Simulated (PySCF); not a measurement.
## Complex of sulfur dioxide and hydrogen chloride

The system is a cluster of sulfur dioxide and hydrogen chloride, neutral, singlet.

| part | name | SMILES | atoms | charge | multiplicity |
| --- | --- | --- | --- | --- | --- |
| 1 | sulfur dioxide | O=S=O | 1–3 | 0 | 1 |
| 2 | hydrogen chloride | Cl | 4–5 | 0 | 1 |

Z-matrix (Å and degrees, atoms numbered from 1):
```
O 
S   1 1.4348
O   2 1.4280  1 118.82
Cl  1 3.3712  2 140.69  3 8.16
H   4 1.2859  3 28.08  2 5.43
```

In these coordinates O1···H5 is 2.086 Å. Part 2 is then moved rigidly along that line, all else held; at short range other atoms may come into contact.

The starting structure comes from a short search with a few starts; no frequency run checks that it is a minimum, and another way of binding may lie lower.

These are computed values: CCSD(T)/aug-cc-pVDZ and MP2/aug-cc-pVTZ, aug-cc-pVQZ counterpoise interaction energy, frozen core, gas phase (PySCF). Geometry: PBE0-D3(BJ)/def2-TZVPD.

Counterpoise energies in eV, cluster less the parts frozen as they stand in it; small is aug-cc-pVDZ, large aug-cc-pVQZ. Estimated limit: HF in aug-cc-pVQZ, MP2 correlation extrapolated as X⁻³ from aug-cc-pVTZ and aug-cc-pVQZ, and CCSD(T) less MP2 in aug-cc-pVDZ; it isn't the exact limit.

| O1···H5 (Å) | HF large | MP2 large | SCS-MP2 large | CCSD(T) small | CCSD(T) limit est. |
| --- | --- | --- | --- | --- | --- |
| 1.877 | -0.016 | -0.110 | -0.078 | -0.072 | -0.099 |
| 1.982 | -0.048 | -0.124 | -0.098 | -0.097 | -0.117 |
| 2.086 | -0.067 | -0.128 | -0.107 | -0.108 | -0.123 |
| 2.190 | ? | ? | ? | ? | ? |
| 2.295 | -0.080 | -0.119 | -0.105 | -0.110 | -0.117 |
| 2.607 | -0.073 | -0.093 | -0.085 | -0.090 | -0.092 |
| 3.129 | ? | ? | ? | ? | ? |
| 4.172 | -0.024 | -0.023 | -0.022 | -0.024 | -0.023 |

(1) Fill in the withheld rows.

Answers

(1) 
```json
{"O1···H5 (Å)": "2.190", "HF large": "-0.076", "MP2 large": "-0.126", "SCS-MP2 large": "-0.108", "CCSD(T) small": "-0.112", "CCSD(T) limit est.": "-0.122"}
{"O1···H5 (Å)": "3.129", "HF large": "-0.051", "MP2 large": "-0.056", "SCS-MP2 large": "-0.053", "CCSD(T) small": "-0.056", "CCSD(T) limit est.": "-0.056"}
```

The 8 runs took 32 min in all, one thread each of Arm Neoverse N1 on a shared host, launched as `OMP_NUM_THREADS=1 python cluster_run.py task.json out`.
